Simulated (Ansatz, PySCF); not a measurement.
This singlet lies 2.98 eV below the relaxed triplet at the level frozen-core full CI/6-31g // B3LYP-D3(BJ)/def2-TZVP (Ansatz, a program for electronic structure).

CS, SMILES `[S+]#[C-]` (lower singlet) (charge 0, multiplicity 1)

All values below come from PBE-D3(BJ)/def2-TZVP // B3LYP-D3(BJ)/def2-TZVP (PySCF 2.14.0).

The HOMO is -7.34 eV and the dipole moment is 1.98 D. The HOMO–LUMO gap is 3.98 eV, the LUMO is -3.35 eV and the total energy is -436.0218 Ha. The cost is very roughly 4 core-seconds.

Bonded distances (Å): C1–S2 1.532.
Charge 0, spin multiplicity 1.
